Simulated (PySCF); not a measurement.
C4H11OP.
Atom-mapped SMILES: `[CH3:1][CH2:2][PH:3](=[O:4])[CH2:5][CH3:6]` (hydrogens: H7, H8, H9 on C1; H10, H11 on C2; H12 on P3; H13, H14 on C5; H15, H16, H17 on C6)

Cartesian coordinates in Å at the PBE0-D3(BJ)/def2-SVP level; atoms count from 1:
```
atom  x, y, z in Å
C1    -2.3063    0.2801   -0.0973
C2    -1.4850   -0.9481    0.2632
P3     0.2809   -0.8736   -0.1801
O4     1.0451   -2.1349    0.0722
C5     0.9724    0.5891    0.6617
C6     2.4802    0.6737    0.4663
H7    -1.9936    1.1663    0.4755
H8    -3.3733    0.1145    0.1129
H9    -2.2183    0.5260   -1.1676
H10   -1.5176   -1.1658    1.3441
H11   -1.8638   -1.8535   -0.2394
H12    0.2281   -0.4478   -1.5493
H13    0.4555    1.4950    0.3037
H14    0.7236    0.4725    1.7308
H15    2.7402    0.8467   -0.5899
H16    2.9125    1.4946    1.0570
H17    2.9542   -0.2698    0.7733
```

Computed, not measured: PBE0-D3(BJ)/def2-SVP geometry optimisation, gas phase in PySCF.

Take the most abundant isotopes and a rigid rotor. The values belong to one conformer with, in the numbering `[CH3:1][CH2:2][PH:3](=[O:4])[CH2:5][CH3:6]`, C1–C2–P3–O4 -175°, C2–P3–C5–C6 175°.

Give the principal moments of inertia and the rotational constants in GHz.

Ia = 121.18, Ib = 261.40, Ic = 352.70 u·Å²; 505379 MHz·u·Å²/I gives 4171, 1933 and 1433 MHz, that is A = 4.1706, B = 1.9334, C = 1.4329 GHz.

Classify the top.

An asymmetric top; Ray's κ = -0.634.

What does the inertial defect say?

Not planar: Δ = Ic − Ia − Ib = -29.87 u·Å². For a rigid frame Δ = −2 Σ m c², so Σ m c² = 14.93 u·Å² lies off the ab plane: 10.04 from hydrogen and 4.90 from heavier atoms. The atom farthest from that plane is 1.66 Å away.

Give the other two planar moments, Paa and Pbb, and the rms extents of the mass along the axes.

Paa = Σ m a² = (Ib + Ic − Ia)/2 = 246.46 and Pbb = Σ m b² = (Ia + Ic − Ib)/2 = 106.24 u·Å². With the mass M = 106.05 u, the rms extents √(P/M) along a, b and c are 1.52, 1.00, 0.38 Å.

Which lines would a microwave search look for?

The dipole components are |μa| = 1.94 D, |μb| = 3.60 D, |μc| = 0.27 D. The squared components, which scale the intensities, stand as 0.29 : 1.00 : 0.01 (a : b : c). Some lines, for components of 0.1 D or more:

| type | branch | J(Ka,Kc) | MHz | lower level (cm⁻¹) |
| --- | --- | --- | --- | --- |
| a | Q | 3(2,1) ← 3(2,2) | 364 | 1.006 |
| c | Q | 3(1,3) ← 3(0,3) | 1306 | 0.662 |
| c | Q | 1(1,1) ← 1(0,1) | 2237 | 0.112 |
| b | Q | 1(1,0) ← 1(0,1) | 2738 | 0.112 |
| a | R | 1(0,1) ← 0(0,0) | 3366 | 0.000 |
| b | R | 2(0,2) ← 1(1,1) | 4420 | 0.187 |
| c | R | 1(1,0) ← 0(0,0) | 6104 | 0.000 |
| b | Q | 3(2,1) ← 3(1,2) | 6376 | 0.805 |
| b | Q | 2(2,0) ← 2(1,1) | 6787 | 0.445 |
| b | R | 2(2,1) ← 1(1,0) | 13945 | 0.204 |
| c | R | 3(2,1) ← 2(1,1) | 17175 | 0.445 |
| b | R | 3(2,1) ← 2(1,2) | 18676 | 0.395 |
| b | R | 3(3,1) ← 2(2,0) | 22505 | 0.671 |

No frequency check. Zero-point vibration and centrifugal distortion are left out. A rigid rotor knows nothing of internal rotation, which can split or shift real lines.
